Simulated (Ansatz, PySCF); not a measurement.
This Ansatz (an electronic-structure program) input computes a SVWN5/def2-TZVPD energy:

Ansatz 0.2 input:
```yaml
crystal:
  periodic: [false, false, false]
  atoms:
    - {symbol: C, position_ang: [-0.00903452, -0.16590223, -1.17724503]}
    - {symbol: C, position_ang: [0.00142313, 0.02613312, 0.18544107]}
    - {symbol: N, position_ang: [0.01028281, 0.18882474, 1.33990349]}
    - {symbol: H, position_ang: [0.92041918, -0.21588433, -1.72503587]}
    - {symbol: H, position_ang: [-0.94673049, -0.26727414, -1.70346476]}
basis:
  gaussian:
    orbitals: def2-TZVPD
hamiltonian:
  xc: {name: SVWN5}
magnetization: {spin_polarized: true, initial_magnetization: 1}
output: {forces: true}
```

Q: Write an input for the same energy in PySCF and say what it gives.

A: 
```python
from pyscf import gto, scf, dft

mol = gto.M(
    atom='''
    C    -0.00903452   -0.16590223   -1.17724503
    C     0.00142313    0.02613312    0.18544107
    N     0.01028281    0.18882474    1.33990349
    H     0.92041918   -0.21588433   -1.72503587
    H    -0.94673049   -0.26727414   -1.70346476
    ''',
    basis='def2-tzvpd',
    charge=0,
    spin=1,
    verbose=4,
)

mf = dft.UKS(mol, xc='svwn').density_fit(auxbasis='def2-universal-jkfit')
mf.grids.level = 3
mf.conv_tol = 1e-9
mf.max_cycle = 100
mf.max_memory = 1500
mf.kernel()
if not mf.converged:
    mf = mf.newton()
    mf.kernel(mf.make_rdm1())
for _ in range(2):
    mo, _, stable, _ = mf.stability(return_status=True)
    if stable:
        break
    mf.kernel(mf.make_rdm1(mo, mf.mo_occ))
mf.analyze()
```
It gives -130.97352 Eh, and Ansatz -130.97348 Eh, a difference of 0.04 mEh, from the treatment of integrals and grids.

It need not be the lowest isomer of its formula.
